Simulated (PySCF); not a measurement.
# SiHClO (SMILES O[Si]Cl): levels of theory compared

We compute a comparison of 3 runs (wB97X-V/STO-3G, MP2/STO-3G, CISD/STO-3G) of SiHClO. 

The calculation is run with PySCF 2.14.0.

31 further runs of the same task are left out: 14 that didn't finish, 17 set aside as unsound or not needed.

### 1 The structure to begin with

SiHClO: 4 atoms, total charge 0, spin state singlet. SMILES: `O[Si]Cl`. The Si2–Cl3 distance was set to 5.909 Å, away from the relaxed value. At this shape a bond of the SMILES string is far longer than usual.

Bond lengths: O1–Si2 1.637 Å, O1–H4 0.963 Å. Angles: Si2–O1–H4 120.4°.

### 2 A single-point energy at wB97X-V/STO-3G (run 1)

Contents of calc.py:

```python
from pyscf import gto, dft

mol = gto.Mole()
mol.atom = '''
O     -8.854293     0.549041     0.184020
Si    -7.951760    -1.794030     1.990031
Cl     3.141292    -1.324698     0.796331
H     -7.624081     1.550974    -0.706608
'''
mol.verbose = 3
mol.spin = 0
mol.max_memory = 1860
mol.unit = 'bohr'
mol.basis = 'sto-3g'
mol.build()

calc0 = dft.RKS(mol)
calc0.xc = 'wb97x-v'
calc0.grids.level = 5
calc0.nlcgrids.level = 1
calc0.conv_tol = 1e-10
calc0.kernel()
if not calc0.converged:
    calc0 = calc0.newton().run(calc0.mo_coeff, calc0.mo_occ)

energy = calc0.e_tot
print('Final energy', energy)
```

Launch:

```bash
$ OMP_NUM_THREADS=1 python calc.py
```

Output:

```text
SCF not converged.
SCF energy = -815.794352296838

WARN: NLC contribution in gen_response is NOT included

WARN: NLC contribution in gen_response is NOT included

WARN: NLC contribution in gen_response is NOT included

WARN: NLC contribution in gen_response is NOT included

WARN: NLC contribution in gen_response is NOT included

WARN: NLC contribution in gen_response is NOT included

WARN: NLC contribution in gen_response is NOT included

WARN: NLC contribution in gen_response is NOT included

WARN: NLC contribution in gen_response is NOT included

WARN: NLC contribution in gen_response is NOT included

WARN: NLC contribution in gen_response is NOT included

converged SCF energy = -815.794574672785
Final energy -815.794574672785
```

Run time: 2 min. Hardware: 1 thread of Intel Xeon Platinum 8488C (Sapphire Rapids), shared host; peak memory 0.26 GiB.

### 3 The energy at MP2/STO-3G (run 2)

Contents of mol.xyz:

```xyz
4

O     -4.685490     0.290540     0.097379
Si    -4.207890    -0.949360     1.053079
Cl     1.662300    -0.701000     0.421400
H     -4.034490     0.820740    -0.373921
```

Contents of job.py:

```python
from pyscf import gto, scf, mp

mol = gto.Mole()
mol.atom = 'mol.xyz'
mol.basis = 'sto-3g'
mol.max_memory = 1860
mol.verbose = 3
mol.build()

mf = scf.RHF(mol)
mf.conv_tol = 1e-10
mf.kernel()
if not mf.converged:
    mf = mf.newton().run(mf.mo_coeff, mf.mo_occ)

pt = mp.MP2(mf, frozen=11).run()
etot = pt.e_tot
print('E(%s) = %.9f' % ('MP2', etot))
```

Launch:

```bash
$ OMP_NUM_THREADS=1 python job.py
```

Output:

```text
converged SCF energy = -814.413345780501
E(RMP2) = -814.523605525786  E_corr = -0.110259745284953
E(SCS-RMP2) = -814.530792002899  E_corr = -0.117446222397459
E(MP2) = -814.523605526
```

Run time: 0.66 s. Hardware: 1 thread of Intel Xeon Platinum 8488C (Sapphire Rapids), shared host; peak memory 0.12 GiB.

### 4 The energy at CISD/STO-3G (run 3)

Contents of geometry.xyz:

```xyz
4

O     -4.685490     0.290540     0.097379
Si    -4.207890    -0.949360     1.053079
Cl     1.662300    -0.701000     0.421400
H     -4.034490     0.820740    -0.373921
```

Contents of job.py:

```python
from pyscf import gto, ci

mol = gto.M(
    atom='geometry.xyz',
    basis='sto-3g',
    verbose=3,
    spin=0,
    max_memory=1860,
)

calc0 = mol.RHF()
calc0.conv_tol = 1e-10
calc0.kernel()
if not calc0.converged:
    calc0 = calc0.newton().run(calc0.mo_coeff, calc0.mo_occ)

cisd = ci.CISD(calc0, frozen=11)
cisd.kernel()
etot = cisd.e_tot
print('E(%s) = %.9f' % ('CISD', etot))
```

Launch:

```bash
$ OMP_NUM_THREADS=1 python job.py
```

Output:

```text
converged SCF energy = -814.413345780501
E(RCISD) = -814.5248952201322  E_corr = -0.1115494396310103
E(CISD) = -814.524895220
```

Wall time 0.7 s (1 thread of Intel Xeon Platinum 8488C (Sapphire Rapids), shared host); peak memory 0.12 GiB.

### 5 All runs side by side

| run | level | integration grid | nlc grid | energy (Eh) | dipole moment (D) of the reference | HOMO energy (eV) | LUMO energy (eV) | wall time |
| --- | --- | --- | --- | --- | --- | --- | --- | --- |
| 1 | wB97X-V/STO-3G | 5 | 1 | -815.794575 | 17.23 | -2.67 | -0.19 | 2 min |
| 2 | MP2/STO-3G | – | – | -814.523606 | 21.90 | -2.06 | 0.43 | 0.66 s |
| 3 | CISD/STO-3G | – | – | -814.524895 | 21.90 | -2.06 | 0.43 | 0.7 s |

### 6 What came out

| quantity | value |
| --- | --- |
| run 3: total energy | -814.52490 Eh |
| run 3: dipole moment (Hartree–Fock density) | 21.90 D |
| run 3: HOMO energy (Hartree–Fock orbitals) | -2.06 eV |
| run 3: LUMO energy (Hartree–Fock orbitals) | 0.43 eV |
| run 3: HOMO–LUMO gap (Hartree–Fock orbitals) | 2.49 eV |
| run 3: correlation energy (11 core orbitals frozen) | -111.5 mEh |

In runs 1, 2, 3 the basis is minimal, so the values are rough. In runs 1, 2, 3 a closed-shell determinant meets a far-stretched bond, which it describes badly. All runs together took 2 min, the longest 2 min.
